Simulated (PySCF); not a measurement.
Input of a response calculation (the driver script's job line, then coordinates in Å):

```
{"job": {"kind": "uv", "xc": "B3LYP", "basis": "def2-SVPD", "ip": true}, "charge": 0, "multiplicity": 1}
C      1.269194     0.650889    -0.226782
C      1.181443    -0.655213    -0.510405
C     -0.235050    -1.040162    -0.175996
C     -0.733290    -0.158022     0.954786
C     -0.095405     1.040891     0.275725
C     -1.137750     0.161434    -0.391721
H      2.125381     1.317141    -0.326201
H      1.948121    -1.324194    -0.899662
H     -0.627246    -2.052996    -0.298453
H     -1.257196    -0.327665     1.896051
H     -0.351172     2.054985     0.593196
H     -2.093647     0.332916    -0.887778
```

Method used: TDDFT B3LYP/def2-SVPD, vertical, gas phase, core orbitals frozen in the response in PySCF 2.14.0, density-fitted response routines. Job line and output are in the format of a driver script around the code.

(1) What does the script print for it?

## Answers

(1) 
```
coarse grid: 10240 points
cycle   1  E = -231.8815717892  dE =  1.125e+00  |g| = 3.574e-01  |ddm| = 7.452e+00
cycle   2  E = -231.8604615726  dE =  2.111e-02  |g| = 4.688e-01  |ddm| = 1.508e+00
cycle   3  E = -231.9194318334  dE = -5.897e-02  |g| = 3.253e-02  |ddm| = 8.811e-01
cycle   4  E = -231.9195802071  dE = -1.484e-04  |g| = 1.876e-02  |ddm| = 1.438e-01
cycle   5  E = -231.9196596616  dE = -7.945e-05  |g| = 4.563e-03  |ddm| = 4.437e-02
cycle   6  E = -231.9196647414  dE = -5.080e-06  |g| = 5.975e-04  |ddm| = 1.195e-02
final grid: 99480 points
cycle   7  E = -231.9681810484  dE = -3.662e-05  |g| = 5.096e-03  |ddm| = 1.734e-01
cycle   8  E = -231.9681752845  dE =  5.764e-06  |g| = 7.055e-03  |ddm| = 2.338e-02
cycle   9  E = -231.9681880811  dE = -1.280e-05  |g| = 2.673e-04  |ddm| = 1.306e-02
cycle  10  E = -231.9681880881  dE = -7.053e-09  |g| = 2.194e-04  |ddm| = 1.229e-03
cycle  11  E = -231.9681880998  dE = -1.170e-08  |g| = 6.917e-05  |ddm| = 6.349e-04
cycle  12  E = -231.9681881009  dE = -1.136e-09  |g| = 1.870e-05  |ddm| = 1.865e-04
cycle  13  E = -231.9681881010  dE = -8.828e-11  |g| = 3.318e-06  |ddm| = 6.674e-05
converged SCF energy = -231.9681881010

Static polarisability (au): isotropic 60.806, principal 51.516 64.870 66.033

Singlet excitations
state   eV       nm        f      main configurations
  1   5.5469    223.5   0.05216   H->L 0.96
  2   6.0309    205.6   0.03162   H->L+1 0.97
  3   6.2060    199.8   0.00000   H-1->L 0.99
  4   6.5502    189.3   0.00297   H->L+3 0.97
  5   6.5572    189.1   0.00000   H->L+2 0.99
  6   6.7046    184.9   0.01474   H->L+4 0.97
  7   7.1937    172.4   0.00751   H->L+5 0.98
  8   7.2042    172.1   0.00000   H->L+6 0.99
  9   7.3419    168.9   0.00466   H-1->L+1 0.74, H-2->L 0.20
 10   7.4038    167.5   0.02378   H->L+7 0.41, H-2->L 0.36, H-1->L+1 0.21

Triplet excitations (Tamm-Dancoff, eV): 3.6166 5.9513 5.9768 6.4664
Vertical ionisation energy (delta-SCF) = 8.4211 eV
```

Isolated species at its PBE0-D3(BJ)/def2-SVP geometry, gas phase.

The species is `C1=CC2C3C1C23` (benzvalene).

The SCF starts on a coarse grid; the energy jumps when the final grid takes over, and dE counts afresh there. H and L stand for HOMO and LUMO.

The vertical ionisation energy (ΔSCF) is 8.42 eV, 1.02 eV above S10.
